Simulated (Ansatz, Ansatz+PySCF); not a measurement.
| atom | x (Å) | y (Å) | z (Å) |
| --- | --- | --- | --- |
| C | 0.9349 | 0.0000 | 0.0000 |
| C | -0.4675 | 0.8097 | 0.0000 |
| C | -0.4675 | -0.8097 | 0.0000 |
| H | 1.5792 | 0.0000 | 0.9898 |
| H | 1.5792 | 0.0000 | -0.9898 |
| H | -0.7896 | 1.3676 | -0.9898 |
| H | -0.7896 | 1.3676 | 0.9898 |
| H | -0.7896 | -1.3676 | 0.9898 |
| H | -0.7896 | -1.3676 | -0.9898 |

RHF-MP2 on singlet C3H6 was run in several spherical basis sets with Ansatz (development build ahead of 0.2.0). Frozen core: 3 orbitals. Caution for RHF-MP2: no unrestricted run beside it, a lower state can exist.

Q: Rank the basis sets by the total energy that they give, lowest first, with the distance from the lowest.
A. def2-SVP
B. 6-31G(d)
C. cc-pVDZ
D. def2-TZVP

A: D (0.00 eV), C (2.74 eV), B (4.25 eV), A (5.33 eV).

Totals follow the description of the cores as much as that of the bonds, so this order isn't one of quality for chemistry.
